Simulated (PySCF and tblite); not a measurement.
Values are calculated unless marked as measured or tabulated.
C₃H₇NO, numbered as in [CH3:1][CH2:2][C:3]([NH2:4])=[O:5]. Level: CAM-B3LYP-D3(BJ)/def2-TZVP (IEF-PCM, chloroform)//GFN2-xTB, thermal terms from GFN2-xTB, symmetry numbers and mirror pairs counted. Conformers within 3 kcal/mol (GFN2-xTB free energy) were kept, 7 at most. GIAO shieldings: wB97X-D/pcSseg-1 (IEF-PCM, chloroform). Shifts are against TMS (¹H), TMS (¹³C) at the same level. Programs: PySCF with density fitting and tblite.

Torsions listed: C1–C2–C3–O5, O5–C3–N4–H4. Of a mirror pair one member is shown.

```
conformer        shape  point group  mirror pair  ΔE(DFT)  Δ(G−E) at 400 K  δ C1 (ppm)
        1     0°, 180°           Cs           no     0.00             0.00        10.7
        2  -102°, 179°           C1          yes     0.55             0.54        16.1
```

Energies in kcal/mol; the thermal term leaves out symmetry numbers and mirror images.

Q: Work out the weights at 400 K and the ¹³C shift of C1 under fast exchange.

A: RT = 0.795 kcal/mol. Each conformer gets RT ln(σ/g), with σ the rotational symmetry number and g = 2 for a mirror pair: 1: σ = 1, g = 1, G = 0.00 + 0.00 + 0.00 = 0.00, 0.00 above the lowest, exp(−ΔG/RT) = 1.000; 2: σ = 1, g = 2, G = 0.55 + 0.54 − 0.55 = 0.54, 0.54 above the lowest, exp(−ΔG/RT) = 0.508. The sum is 1.508, so the weights are 66.3, 33.7 %. The averaged shift is 12.5 ppm. At 298.15 K it is 12.2 ppm. At 298.15 K the leading conformer alone gives 10.7 ppm and bare DFT energies give 12.2 ppm.

Rotation about the C–N or B–N bond may be slow on the NMR time scale, and the averages treat it as fast.
